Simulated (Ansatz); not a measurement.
in.yaml

```yaml
crystal:
  periodic: [false, false, false]
  atoms:
    - {symbol: Si, position_ang: [0.000000, 0.000000, 0.174230]}
    - {symbol: B, position_ang: [0.000000, 0.000000, -1.864326]}
    - {symbol: H, position_ang: [0.000000, 0.000000, 1.690095]}
basis:
  gaussian: {orbitals: cc-pVTZ-DK}
hamiltonian: {pseudopotentials: {relativity: scalar}}
correlation: {active_space: {ras: {orbitals: [4, 0, 68], electrons: 8, max_holes: 2, max_particles: 2}, fixed_orbitals: true}}
```

```sh
$ ansatz run in.yaml --threads 1 --pin off --events-out ev --progress --plain --max-ram 2393MiB
```

Output:

```
463 factors; integrals over basis functions are off by at most 1.3e-3 eV
mean field evaluation 1: about -8559.2244 eV, gradient 7.8e0 eV
mean field evaluation 2: about -8559.2253 eV, gradient 7.8e0 eV
mean field evaluation 4: about -8559.7073 eV, gradient 1.2e0 eV
mean field evaluation 8: about -8559.7317 eV, gradient 1.4e-1 eV
mean field evaluation 16: about -8555.1422 eV, gradient 1.2e1 eV
mean field evaluation 32: about -8559.7323 eV, gradient 1.2e-6 eV
mean field -8559.73230976 eV, -314.5643603886 hartree, gradient 3.0e-6 eV, S^2 0.000000; 5 other end points of the search recorded, 0 dependent functions left out
reference -8559.73230976 eV, -314.5643603886 hartree; 10, 10 occupied and 68, 68 virtual orbitals, 463 factors
state -8565.14525229 eV, -314.7632823578 hartree
Total energy: -8565.14525229 eV, -314.7632823578 hartree
Relativity: scalar
```

Natural occupations: 1.9633 1.9468 1.9142 1.9058 0.0570 0.0517 0.0423 0.0226 0.0125 0.0119 0.0107 0.0096 0.0077 0.0064 0.0056 0.0046 0.0038 0.0038 0.0023 0.0021 0.0021 0.0021 0.0014 0.0011.

Ran on 1 thread of Arm Neoverse V1, shared host: 2.7 s wall, 0.18 GiB peak host memory.
